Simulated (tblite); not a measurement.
Species: C2H3O3 (charge -1).
Numbering: `[CH3:1][O:2][C:3](=[O:4])[O-:5]` (hydrogens: H6, H7, H8 on C1)
Bond orders are those of one Lewis drawing.

Computed with GFN2-xTB (tblite), gas phase: Langevin dynamics at 400 K from the optimised GFN2-xTB geometry, time step 0.5 fs, friction 0.01 fs⁻¹, 2000 steps. The instantaneous temperature is 2·E(kin)/(3Nk) with all 3N coordinates.

```csv
t (fs),T (K),E(pot) above start (eV),C1–O2 (Å),O2–C3 (Å),C3=O4 (Å),C3–O5 (Å),C1–H6 (Å),C1–O2–C3–O4 (°)
0,312,0.000,1.389,1.481,1.221,1.218,1.101,-1
25,217,0.100,1.390,1.501,1.187,1.229,1.092,-9
50,143,0.291,1.405,1.508,1.247,1.180,1.089,-21
75,255,0.239,1.383,1.471,1.187,1.237,1.087,-20
100,180,0.331,1.367,1.621,1.234,1.175,1.092,-28
125,204,0.292,1.422,1.409,1.195,1.266,1.092,-19
150,296,0.183,1.428,1.511,1.264,1.204,1.108,-10
175,270,0.110,1.370,1.451,1.222,1.249,1.105,5
200,256,0.194,1.322,1.481,1.232,1.235,1.104,9
225,384,0.222,1.361,1.461,1.278,1.224,1.085,9
250,328,0.269,1.427,1.509,1.218,1.278,1.108,-5
275,239,0.337,1.437,1.430,1.277,1.232,1.127,-30
300,269,0.371,1.356,1.499,1.230,1.261,1.134,-31
325,377,0.340,1.353,1.472,1.255,1.242,1.093,-41
350,716,0.228,1.391,1.520,1.245,1.247,1.060,-23
375,580,0.267,1.382,1.491,1.227,1.246,1.090,1
400,475,0.403,1.408,1.440,1.262,1.227,1.077,28
425,611,0.346,1.444,1.525,1.220,1.235,1.100,35
450,596,0.390,1.392,1.464,1.272,1.220,1.131,43
475,605,0.496,1.338,1.529,1.188,1.254,1.159,23
500,431,0.417,1.331,1.615,1.253,1.179,1.162,2
525,480,0.476,1.415,1.386,1.214,1.238,1.072,-15
550,444,0.338,1.400,1.550,1.223,1.218,1.051,-28
575,296,0.293,1.389,1.468,1.231,1.230,1.088,-24
600,352,0.282,1.396,1.537,1.213,1.245,1.145,-17
625,241,0.372,1.415,1.478,1.258,1.218,1.152,-7
650,249,0.334,1.377,1.515,1.217,1.239,1.114,-1
675,402,0.201,1.377,1.432,1.228,1.254,1.101,14
700,436,0.345,1.383,1.585,1.237,1.179,1.097,13
725,353,0.283,1.370,1.465,1.202,1.249,1.111,5
750,335,0.237,1.389,1.504,1.251,1.176,1.091,0
775,288,0.241,1.416,1.505,1.189,1.244,1.094,-2
800,307,0.187,1.370,1.467,1.226,1.201,1.090,-7
825,315,0.155,1.382,1.512,1.209,1.225,1.121,-2
850,407,0.232,1.404,1.513,1.185,1.244,1.124,-10
875,308,0.397,1.390,1.412,1.269,1.163,1.130,-6
900,432,0.304,1.385,1.534,1.172,1.262,1.100,-12
925,564,0.251,1.436,1.435,1.241,1.212,1.073,2
950,492,0.300,1.407,1.549,1.233,1.201,1.063,-17
975,487,0.362,1.407,1.474,1.174,1.256,1.053,-1
1000,504,0.376,1.386,1.554,1.257,1.153,1.101,-16
```

Question: From 500 fs on, how do temperature and potential energy compare with equipartition?

Answer: The mean temperature of these 21 frames is 387 K against the target 400 K, and the mean potential energy 0.30 eV against 18 × kT/2 = 0.31 eV for 18 classical harmonic modes. For 8 atoms in a canonical ensemble the temperature itself scatters by T·√(2/(3N)) = 115 K; here its standard deviation is 89 K. The whole run lasts only 10 friction times of 100 fs, so these averages carry a wide statistical error.

Question: What are the kinetic and total energies of the listed frame with the highest potential energy?

Answer: The one at 475 fs, 0.496 eV above the start. Its kinetic energy is 3NkT/2 = 0.626 eV at 605 K, so the sum is 1.12 eV; over the listed frames the sum runs from 0.32 to 1.12 eV, since the thermostat adds and removes energy.

Question: How much do the listed bonds fluctuate from 500 fs on?

Answer: 
| bond | at the start (Å) | mean (Å) | standard deviation (Å) |
| --- | --- | --- | --- |
| C1–O2 | 1.389 | 1.392 | 0.021 |
| O2–C3 | 1.481 | 1.500 | 0.056 |
| C3=O4 | 1.221 | 1.223 | 0.027 |
| C3–O5 | 1.218 | 1.218 | 0.032 |
| C1–H6 | 1.101 | 1.102 | 0.030 |

The motion is classical and holds no zero-point motion.

What follows is the cost of the whole dynamics run. Time: 9.3 s of wall time; peak memory 0.18 GiB. Hardware: one thread of an AMD EPYC 7R43, no GPU, on a shared host.
